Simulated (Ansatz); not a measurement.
# C₃H₄S₃: how energies converge with the basis set

How large a basis does C₃H₄S₃ need? Two functionals are run in growing sets.

The runs use Ansatz 0.2.0, Gaussian basis; one geometry, several basis sets.

Plan: PBE0-D4/def2-SVP; ωB97M-V/def2-SVP; PBE0-D4/def2-QZVPP; ωB97M-V/def2-QZVPP; the functionals' def2-TZVPP values are taken from earlier runs.

## Step 1: Structure used throughout

The geometry comes from an earlier relaxation with PBE0-D4 in a triple-zeta def2 set; it is a stationary point, not always the lowest conformer.

SMILES `S=C1SCCS1`, 10 atoms, charge 0, spin multiplicity 1.

Atoms are counted from 1 here; the program's logs count them from 0.

Bond lengths: S1–C2 1.625 Å, C2–S3 1.740 Å, C2–S6 1.740 Å, S3–C4 1.806 Å, C4–C5 1.513 Å, C4–H7 1.092 Å, C4–H8 1.092 Å, C5–S6 1.806 Å, C5–H9 1.092 Å, C5–H10 1.092 Å. Angles: S1–C2–S3 123.2°, S1–C2–S6 123.2°, S3–C2–S6 113.6°, C2–S3–C4 97.0°, S3–C4–C5 107.5°, S3–C4–H7 108.3°, S3–C4–H8 108.9°, C5–C4–H7 111.6°, C5–C4–H8 111.3°, H7–C4–H8 109.1°, C4–C5–S6 107.5°, C4–C5–H9 111.3°, C4–C5–H10 111.6°, S6–C5–H9 108.9°, S6–C5–H10 108.3°, H9–C5–H10 109.1°, C2–S6–C5 97.0°.

## Step 2: PBE0-D4 in def2-SVP

in.yaml

```yaml
crystal:
  periodic: [false, false, false]
  atoms:
    - {symbol: S, position_ang: [-1.204484, 2.062742, 2.367861]}
    - {symbol: C, position_ang: [-0.622356, 1.065894, 1.223524]}
    - {symbol: S, position_ang: [-0.770047, -0.665666, 1.303265]}
    - {symbol: C, position_ang: [0.358154, -1.046389, -0.054837]}
    - {symbol: C, position_ang: [0.220991, 0.054565, -1.083645]}
    - {symbol: S, position_ang: [0.207828, 1.628643, -0.197960]}
    - {symbol: H, position_ang: [0.082189, -2.019060, -0.466668]}
    - {symbol: H, position_ang: [1.376214, -1.100304, 0.336262]}
    - {symbol: H, position_ang: [-0.709511, -0.041519, -1.646895]}
    - {symbol: H, position_ang: [1.061011, 0.061103, -1.780908]}
basis:
  gaussian: {orbitals: def2-SVP}
hamiltonian: {xc: pbe0, dispersion: d4}
output: {orbitals: {seedname: orbitals}}
```

Run with:

```sh
ansatz run in.yaml --threads 4 --pin off --events-out ev --progress --plain --max-ram 10444MiB
```

After this run come: ωB97M-V in def2-SVP; PBE0-D4 in def2-QZVPP; ωB97M-V in def2-QZVPP.

Before running them: what should the planned runs give, taken together? Wanted: PBE0-D4: double and triple zeta above quadruple; ωB97M-V: double and triple zeta above quadruple.

As calculated:

```
                                       quantity           value
PBE0-D4: double and triple zeta above quadruple  16.00, 1.15 eV
ωB97M-V: double and triple zeta above quadruple  16.00, 1.09 eV
```

In words: PBE0-D4 gains 14.85 eV from double to triple zeta, then 1.15 eV more. Total energies overstate the basis error of differences, where much of it tends to cancel.
